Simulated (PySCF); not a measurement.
C₃H₇O (charge -1).
InChI=1S/C3H7O/c1-3(2)4/h3H,1-2H3/q-1

The closed-shell ground state was solved at several levels (PySCF, density fitting, gas phase, non-relativistic). Isolated species at its PBE0-D3(BJ)/def2-SVP geometry, gas phase. Where the HOMO energy is positive, the finite basis confines the outermost electrons. No diffuse functions stand in pcJ-1, pcSseg-1 and pcSseg-2, which bears on an anion's orbital energies.

| level | basis functions | total energy (Eh) | HOMO (eV) | LUMO (eV) | gap (eV) |
| --- | --- | --- | --- | --- | --- |
| PBE0/pcSseg-1 | 103 | -193.4837 | 0.65 | 6.24 | 5.59 |
| B3LYP/pcJ-1 | 178 | -193.7518 | 0.85 | 5.98 | 5.13 |
| PBE0/pcSseg-2 | 242 | -193.5899 | 0.16 | 4.78 | 4.62 |

Task: What might CAM-B3LYP/def2-SVPD (139 basis functions) give for the same quantities?

Result: Total energy -193.5193 Eh, HOMO -1.28 eV, LUMO 5.41 eV, gap 6.69 eV.

Task: Over all these levels, which gives the widest orbital gap and which the narrowest?

Result: CAM-B3LYP/def2-SVPD (range-separated hybrid) has the widest, 6.69 eV, and PBE0/pcSseg-2 (global hybrid, 25 % exact exchange) the narrowest, 4.62 eV. Functional and basis both differ between the two, so the spread mixes both effects.
